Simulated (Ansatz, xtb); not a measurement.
## Relative energy of two isomers of C6H8

Structure I is `C#C[C@@H]1C[C@H]1C`, a singlet and structure II is `C#C[C@@H]1C[C@@H]1C`, a singlet. Both are isolated molecules in the gas phase, relaxed with r2SCAN-D4/def2-SVP.

Quicker runs give these differences E(II) − E(I): GFN2-xTB +0.011 eV; HF/STO-3G +0.019 eV (at GFN2-xTB geometries); r2SCAN-D4/def2-SVP//GFN2-xTB −0.001 eV.

Task: Estimate which is lower in electronic energy at CCSD(T)/def2-SVP + ΔMP2/def2-TZVPP, and by roughly how much.

Result: CCSD(T)/def2-SVP + ΔMP2/def2-TZVPP gives E(II) − E(I) = +0.001 eV, slightly favouring structure I, which is too small a margin to settle the true order.

Level by level:

| level | geometry | E(II) − E(I) (eV) | departure from the last row (eV) | job, with rough time for the two |
| --- | --- | --- | --- | --- |
| GFN2-xTB | GFN2-xTB | +0.011 | +0.009 | optimisation, 0.3 s |
| HF/STO-3G | GFN2-xTB | +0.019 | +0.018 | single point, 0.81 s |
| r2SCAN-D4/def2-SVP//GFN2-xTB | GFN2-xTB | −0.001 | −0.002 | single point, 6.9 s |
| r2SCAN-D4/def2-SVP | r2SCAN-D4/def2-SVP | −0.002 | −0.003 | optimisation, 55 s |
| HF/def2-SVP | r2SCAN-D4/def2-SVP | +0.025 | +0.023 | part of the CCSD(T) run |
| MP2/def2-SVP | r2SCAN-D4/def2-SVP | +0.003 | +0.002 | part of the CCSD(T) run |
| CCSD(T)/def2-SVP | r2SCAN-D4/def2-SVP | +0.008 | +0.007 | single point |
| CCSD(T)/def2-SVP + ΔMP2/def2-TZVPP | r2SCAN-D4/def2-SVP | +0.001 |  | single point, 96 s |

As drawn, both hold the same kinds of bond in the same numbers.

The largest departure from CCSD(T)/def2-SVP + ΔMP2/def2-TZVPP is that of HF/def2-SVP, 0.023 eV. The last row adds to CCSD(T) the change of the MP2 difference between the two basis sets, here −0.007 eV.

With thermal terms from frequencies at re-optimised GFN2-xTB minima (ideal gas, soft modes damped towards free rotors, one conformer each, 298.15 K, 1 atm): the zero-point term adds +0.002 eV; ΔH is +0.002 and ΔG +0.004 eV.

The correlated steps freeze 6 core orbitals. Codes used: Ansatz 0.2.0, xtb 6.7.1; the last row on 2 threads of AMD EPYC (Zen 3) on a shared host.
